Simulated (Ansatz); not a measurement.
A nudged elastic band was laid between two geometries of BFH2 + H2 (6 atoms, charge 0, multiplicity 1).

Theory: RKS PBE0-D4/def2-SVPD (Ansatz 0.2.0).

- movable images: 7
- climbing image: yes
- spring: 5.0 eV/Å²
- optimiser: quadratic models (default)
- start path: through a guess of the saddle point
- force threshold: 0.03 eV/Å
- iteration limit: 60
- end points: relaxed

First end point:

```xyz
6
Properties=species:S:1:pos:R:3
B -0.009 0.423 0.038
F -0.021 0.929 1.262
H 1.063 0.253 -0.486
H -1.071 0.186 -0.480
H 0.075 -2.295 0.610
H 0.074 -2.021 1.320
```

Last end point:

```xyz
6
Properties=species:S:1:pos:R:3
B 0.015 -0.362 -0.296
F 0.013 -0.067 1.712
H 1.038 0.233 -0.513
H -1.046 0.168 -0.504
H 0.053 -1.568 -0.182
H 0.038 -0.930 2.047
```

What changes between the two ends?

Bonds broken: B1–F2, H5–H6. Bonds formed: B1–H5, F2–H6. BFH2 + H2 becomes BH3 + FH.

Give the energies along the band, and the barrier.

It converged. The highest image is number 5 of 0 to 8, 33.3 kcal/mol above the first end and 9.5 kcal/mol above the last; the last end lies 23.8 kcal/mol above the first. A vibrational analysis at the climbing image gives one clearly imaginary mode, 1112i cm⁻¹: a first-order saddle point. The orbitals stay closed-shell, which can raise the energy where a bond breaks towards radicals; this wasn't checked here.

| image | path coordinate (Å) | energy (kcal/mol) | B1–F2 (Å) | H5–H6 (Å) | B1–H5 (Å) |
| --- | --- | --- | --- | --- | --- |
| 0 | 0.00 | 0.0 | 1.32 | 0.76 | 2.78 |
| 1 | 0.39 | 0.2 | 1.33 | 0.76 | 2.42 |
| 2 | 0.77 | 1.4 | 1.33 | 0.76 | 2.07 |
| 3 | 1.16 | 5.4 | 1.36 | 0.77 | 1.74 |
| 4 | 1.55 | 18.6 | 1.45 | 0.83 | 1.47 |
| 5 | 1.94 | 33.3 | 1.65 | 1.08 | 1.31 |
| 6 | 2.29 | 27.7 | 1.87 | 1.44 | 1.24 |
| 7 | 2.64 | 24.6 | 1.98 | 1.86 | 1.22 |
| 8 | 2.99 | 23.8 | 2.03 | 2.32 | 1.21 |

What is the geometry of the highest image?


```xyz
6
Properties=species:S:1:pos:R:3:forces:R:3
B 0.013 -0.243 0.011 0.00 0.00 0.00
F 0.012 0.074 1.626 0.00 0.00 0.00
H 1.060 0.107 -0.457 0.00 0.00 0.00
H -1.055 0.053 -0.448 0.00 0.00 0.00
H 0.046 -1.520 0.294 0.00 0.00 0.00
H 0.037 -0.998 1.238 0.00 0.00 0.00
```

What are the harmonic wavenumbers there?

1112i, 702, 799, 915, 1075, 1099, 1163, 1469, 1993, 2290, 2622, 2738 cm⁻¹.

Run time: 110 s on 1 thread of Arm Neoverse V1 (shared host), peak memory 0.11 GiB.
